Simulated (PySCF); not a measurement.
# Calculated NMR parameters of 2,3-dimethyl-2-butene

```
Formula                               : C6H12
SMILES                                : CC(C)=C(C)C
InChI                                 : InChI=1S/C6H12/c1-5(2)6(3)4/h1-4H3
Point group of the computed structure : C2
Degrees of unsaturation               : 1
Carbon signals                        : 2
Proton signals                        : 1
```

Molfile (atoms numbered from 1):
```
C6H12
     RDKit          3D

 18 17  0  0  0  0  0  0  0  0999 V2000
    1.3312   -0.6912   -1.2682 C   0  0  0  0  0  0  0  0  0  0  0  0
    0.6516   -0.1767   -0.0302 C   0  0  0  0  0  0  0  0  0  0  0  0
    1.5953   -0.1064    1.1384 C   0  0  0  0  0  0  0  0  0  0  0  0
   -0.6515    0.1762    0.0281 C   0  0  0  0  0  0  0  0  0  0  0  0
   -1.5944    0.1168   -1.1411 C   0  0  0  0  0  0  0  0  0  0  0  0
   -1.3320    0.6808    1.2702 C   0  0  0  0  0  0  0  0  0  0  0  0
    2.1723   -0.0335   -1.5483 H   0  0  0  0  0  0  0  0  0  0  0  0
    1.7708   -1.6859   -1.0783 H   0  0  0  0  0  0  0  0  0  0  0  0
    0.6733   -0.7815   -2.1398 H   0  0  0  0  0  0  0  0  0  0  0  0
    1.1583    0.3280    2.0445 H   0  0  0  0  0  0  0  0  0  0  0  0
    2.4839    0.4935    0.8773 H   0  0  0  0  0  0  0  0  0  0  0  0
    1.9700   -1.1128    1.3948 H   0  0  0  0  0  0  0  0  0  0  0  0
   -2.0363    1.1111   -1.3272 H   0  0  0  0  0  0  0  0  0  0  0  0
   -1.1331   -0.2205   -2.0760 H   0  0  0  0  0  0  0  0  0  0  0  0
   -2.4403   -0.5574   -0.9212 H   0  0  0  0  0  0  0  0  0  0  0  0
   -0.6994    0.6748    2.1650 H   0  0  0  0  0  0  0  0  0  0  0  0
   -1.6943    1.7130    1.1211 H   0  0  0  0  0  0  0  0  0  0  0  0
   -2.2254    0.0717    1.4907 H   0  0  0  0  0  0  0  0  0  0  0  0
  1  2  1  0
  2  3  1  0
  2  4  2  3
  4  5  1  0
  4  6  1  0
  1  7  1  0
  1  8  1  0
  1  9  1  0
  3 10  1  0
  3 11  1  0
  3 12  1  0
  5 13  1  0
  5 14  1  0
  5 15  1  0
  6 16  1  0
  6 17  1  0
  6 18  1  0
M  END
```

- PBE0-D3(BJ)/def2-SVP geometry
- J: B3LYP/pcJ-1 (without the spin–dipole term)
- NMR shieldings at KT3/pcSseg-1/GIAO
- code: PySCF 2.14
- single conformer, equivalent nuclei averaged, isolated molecule, non-relativistic Hamiltonian

Shifts are taken against calculated references (same method and geometry level): 1H (σref 31.32) and 13C (σref 182.31) vs TMS.

```tsv
carbon	δC, type	δH (multiplicity, J in Hz)	HMBC from (abs. J ≥ 3 Hz)	span of the C tensor (ppm)
C1/C3/C5/C6	20.9, CH3	1.75 (s)	H7/H8/H9/H10/H11/H12/H13/H14/H15/H16/H17/H18	37
C2/C4	121.7, C	–	H7/H8/H9/H10/H11/H12/H13/H14/H15/H16/H17/H18	179
```

Selected couplings (Hz, signed; the shortest-range and largest first, 30 at most; isotopes 13C, 1H): 1J(C1,H7) 131.7, 1J(C1,C2) 47.4, 2J(C1,C4) 2.4.

Carbon types of the structure: 2 × C, 4 × CH3, which accounts for all hydrogens. δC 121.7: fully substituted alkene carbon; the olefinic region. δC 20.9: allylic methyl carbon; aliphatic region, no heteroatom directly attached. δH 1.75: hydrogen on an allylic methyl carbon; allylic position.

Shifts are as computed, not scaled to solution data. Of 1211 compounds with measured shifts, 218 miss one by over three times the rms of a fit or turn the order of signals round; such compounds aren't used in these exercises.
